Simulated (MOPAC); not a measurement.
MOPAC input (PM3):

```
PM3 PRECISE GNORM=0.05 LET XYZ GEO-OK AUX(PRECISION=9) THREADS=1
C2F3N

C     0.00010828 1   -0.00148279 1   -0.32151983 1
C    -0.00039060 1    0.00534905 1    1.15985624 1
F    -0.00863346 1    1.24906228 1   -0.79005262 1
F     1.08957641 1   -0.62224940 1   -0.78105262 1
F    -1.08015060 1   -0.63766366 1   -0.78171222 1
N    -0.00077674 1    0.01063706 1    2.30647695 1
```

Output:

```
 *******************************************************************************
 **                                                                           **
 **                              MOPAC v23.2.5                                **
 **                                                                           **
 *******************************************************************************
 ** MOPAC's Digital Object Identifier: https://doi.org/10.5281/zenodo.6511958 **
 **                                                                           **
 ** Please cite the open-source release paper for use of this MOPAC version:  **
 ** J. E. Moussa and J. J. P. Stewart (2026)                                  **
 ** MOPAC: An open-source semiempirical molecular orbital program             **
 ** J. Open Source Softw., 11(119), 8025, https://doi.org/10.21105/joss.08025 **
 *******************************************************************************

                              PM3 CALCULATION RESULTS

 *******************************************************************************
 *  PM3        - The PM3 Hamiltonian to be used
 *  GEO-OK     - OVERRIDE INTERATOMIC DISTANCE AND OTHER SAFETY CHECKS
 *  LET        - OVERRIDE SOME SAFETY CHECKS
 *  PRECISE    - TIGHTER CRITERIA TO BE USED
 *  XYZ        - CARTESIAN COORDINATE SYSTEM TO BE USED
 *  GNORM      - EXIT WHEN GRADIENT NORM DROPS BELOW 0.050
 *  AUX        - OUTPUT AUXILIARY INFORMATION
 *******************************************************************************
PM3 PRECISE GNORM=0.05 LET XYZ GEO-OK AUX(PRECISION=9) THREADS=1
 C2F3N

   ATOM   CHEMICAL          X               Y               Z
  NUMBER   SYMBOL      (ANGSTROMS)     (ANGSTROMS)     (ANGSTROMS)

     1       C          0.00010828  *  -0.00148279  *  -0.32151983  *
     2       C         -0.00039060  *   0.00534905  *   1.15985624  *
     3       F         -0.00863346  *   1.24906228  *  -0.79005262  *
     4       F          1.08957641  *  -0.62224940  *  -0.78105262  *
     5       F         -1.08015060  *  -0.63766366  *  -0.78171222  *
     6       N         -0.00077674  *   0.01063706  *   2.30647695  *

          CARTESIAN COORDINATES

    NO.       ATOM           X           Y           Z

     1         C          0.0001     -0.0015     -0.3215
     2         C         -0.0004      0.0053      1.1599
     3         F         -0.0086      1.2491     -0.7901
     4         F          1.0896     -0.6222     -0.7811
     5         F         -1.0802     -0.6377     -0.7817
     6         N         -0.0008      0.0106      2.3065

  C: (PM3): J. J. P. STEWART, J. COMP. CHEM. 10, 209 (1989).
  N: (PM3): J. J. P. STEWART, J. COMP. CHEM. 10, 209 (1989).
  F: (PM3): J. J. P. STEWART, J. COMP. CHEM. 10, 209 (1989).

           Empirical Formula: C2 N F3  =     6 atoms

      MOLECULAR POINT GROUP   :   C3v

      RHF CALCULATION, NO. OF DOUBLY OCCUPIED LEVELS = 17

          Geometry optimization using EF

          DIAGONAL MATRIX USED AS START HESSIAN

 CYCLE:     1  GRAD.:    66.922 HEAT: -112.7546
 CYCLE:     2  GRAD.:   510.436 HEAT: -81.10120
 CYCLE:     3  GRAD.:   833.219 HEAT: -60.72331
 CYCLE:     4  GRAD.:   136.272 HEAT: -107.2304
 CYCLE:     5  GRAD.:   483.116 HEAT: -90.07479
 CYCLE:     6  GRAD.:    70.966 HEAT: -112.8801
 CYCLE:     7  GRAD.:   201.015 HEAT: -108.5732
 CYCLE:     8  GRAD.:    32.774 HEAT: -114.5016
 CYCLE:     9  GRAD.:    30.902 HEAT: -114.2774
 CYCLE:    10  GRAD.:     1.506 HEAT: -115.0960
 CYCLE:    11  GRAD.:    12.475 HEAT: -115.0698
 CYCLE:    12  GRAD.:     0.214 HEAT: -115.0968
 CYCLE:    13  GRAD.:     1.478 HEAT: -115.0964
 CYCLE:    14  GRAD.:     0.210 HEAT: -115.0968
 CYCLE:    15  GRAD.:     0.182 HEAT: -115.0968
 CYCLE:    16  GRAD.:     0.017 HEAT: -115.0968

     GRADIENT =  0.01716 IS LESS THAN CUTOFF =  0.05000

 -------------------------------------------------------------------------------
 PM3 PRECISE GNORM=0.05 LET XYZ GEO-OK AUX(PRECISION=9) THREADS=1
 C2F3N

     GEOMETRY OPTIMISED USING EIGENVECTOR FOLLOWING (EF).
     SCF FIELD WAS ACHIEVED

                              PM3 CALCULATION
                                                       MOPAC v23.2.5 Linux

          FINAL HEAT OF FORMATION =       -115.09679 KCAL/MOL =    -481.56497 KJ/MOL

          COSMO AREA              =        105.79 SQUARE ANGSTROMS
          COSMO VOLUME            =         88.66 CUBIC ANGSTROMS

          GRADIENT NORM           =          0.01716          =       0.00701 PER ATOM
          IONIZATION POTENTIAL    =         13.367308 EV
          HOMO LUMO ENERGIES (EV) =        -13.367 -0.284
          NO. OF FILLED LEVELS    =         17
          MOLECULAR WEIGHT        =         95.0239         POINT GROUP:  C3v

          MOLECULAR DIMENSIONS (Angstroms)

            Atom       Atom       Distance
            N     6    F     5     3.41146
            F     4    F     3     2.14704
            F     5    F     3     1.73232

          SCF CALCULATIONS        =         17

   ATOM   CHEMICAL          X               Y               Z
  NUMBER   SYMBOL      (ANGSTROMS)     (ANGSTROMS)     (ANGSTROMS)

     1       C          0.00008955  *  -0.00132277  *  -0.28435000  *
     2       C         -0.00039707  *   0.00556427  *   1.20285410  *
     3       F         -0.00852382  *   1.23576706  *  -0.82597081  *
     4       F          1.07818652  *  -0.61592789  *  -0.81707543  *
     5       F         -1.06883346  *  -0.63118803  *  -0.81773440  *
     6       N         -0.00079637  *   0.01086966  *   2.35797775  *

                             CARTESIAN COORDINATES

   1    C        0.000089552    -0.001322767    -0.284349998
   2    C       -0.000397073     0.005564266     1.202854097
   3    F       -0.008523817     1.235767063    -0.825970809
   4    F        1.078186515    -0.615927891    -0.817075426
   5    F       -1.068833455    -0.631188031    -0.817734395
   6    N       -0.000796371     0.010869661     2.357977752

           Empirical Formula: C2 N F3  =     6 atoms

      MOLECULAR POINT GROUP   :   C3v

                  EIGENVALUES
 -35.50702 -30.75745 -25.24189 -25.24176 -23.46691 -20.13441 -19.72289 -19.72285
 -17.77368 -17.77364 -17.06863 -16.73150 -16.73144 -16.35771 -14.29733 -14.29733
 -13.36731  -0.28415   0.06060   0.06061   1.74952   2.24850   2.24856   5.31215

              NET ATOMIC CHARGES AND DIPOLE CONTRIBUTIONS

  ATOM NO.   TYPE          CHARGE      No. of ELECS.   s-Pop       p-Pop
    1          C           0.527489        3.4725     1.10679     2.36572
    2          C          -0.252893        4.2529     1.27814     2.97476
    3          F          -0.119648        7.1196     1.77083     5.34882
    4          F          -0.119646        7.1196     1.77084     5.34881
    5          F          -0.119642        7.1196     1.77083     5.34881
    6          N           0.084340        4.9157     1.72935     3.18631
 DIPOLE           X         Y         Z       TOTAL
 POINT-CHG.    -0.000     0.001     0.188     0.188
 HYBRID         0.000    -0.002    -0.508     0.508
 SUM            0.000    -0.002    -0.320     0.320

          ATOMIC ORBITAL ELECTRON POPULATIONS

     Atom    s        px        py        pz
    1  C   1.10679   0.78965   0.78965   0.78641
    2  C   1.27814   1.00426   1.00426   0.96624
    3  F   1.77083   1.97091   1.50638   1.87153
    4  F   1.77084   1.61800   1.85617   1.87464
    5  F   1.77083   1.62400   1.85040   1.87441
    6  N   1.72935   0.99149   0.99149   1.20332

 **********************
 *                    *
 * JOB ENDED NORMALLY *
 *                    *
 **********************

 == MOPAC DONE ==
```

The geometry given is a B3LYP-D3(BJ)/def2-TZVP minimum.
